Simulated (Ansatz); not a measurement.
Density of states of V (Im-3m, a = 2.959 Å, b = 2.959 Å, c = 2.959 Å, α = 90.00°, β = 90.00°, γ = 90.00°), in states per eV and primitive cell, averaged over bins of 0.5 eV. All numbers below come from DFT PBEsol, scalar-relativistic, plane waves, PAW (Ansatz 0.2.0).

Plane waves to 420 eV, a k mesh through Γ of 20×20×20 on the computed 1-atom cell and Gaussian smearing (0.10 eV); no spin polarisation.

The cell is relaxed at this level. The states (both spins) are summed by tetrahedra on a 30×30×30 mesh at the self-consistent density. Energies are bin centres; the table starts no lower than −8 eV and ends at 6 eV, or lower where the solved bands end.

It is a metal at this level.

```
E − E_F (eV) total V 3d V 4s
       -6.40   0.03  0.00  0.03
       -5.90   0.06  0.00  0.06
       -5.40   0.09  0.00  0.08
       -4.90   0.12  0.01  0.11
       -4.40   0.16  0.02  0.13
       -3.90   0.22  0.05  0.16
       -3.40   0.51  0.26  0.23
       -2.90   0.99  0.73  0.24
       -2.40   1.39  1.16  0.20
       -1.90   0.81  0.73  0.06
       -1.40   1.33  1.27  0.01
       -0.90   1.83  1.73  0.04
       -0.40   1.92  1.68  0.13
        0.10   1.54  1.34  0.11
        0.60   0.56  0.46  0.04
        1.10   0.52  0.46  0.02
        1.60   1.01  0.97  0.01
        2.10   1.78  1.75  0.01
        2.60   2.33  2.30  0.01
        3.10   2.47  2.38  0.07
        3.60   1.14  1.03  0.08
        4.10   0.66  0.55  0.09
        4.60   0.38  0.24  0.10
        5.10   0.34  0.17  0.11
        5.60   0.32  0.12  0.11
```

The columns after the total are the Löwdin projections on the occupied valence shells of the potentials. The rest of the total lies in shells that are empty in the free atom, which aren't projected, and between the atoms.

A ferromagnetic start lost its moments in a first run, so spin was left out; other magnetic orders weren't tried.

Cost: 1 run of about 0.16 core-minutes, on Oxide Virtual Turin-like Processor (Zen 5) (shared hosts).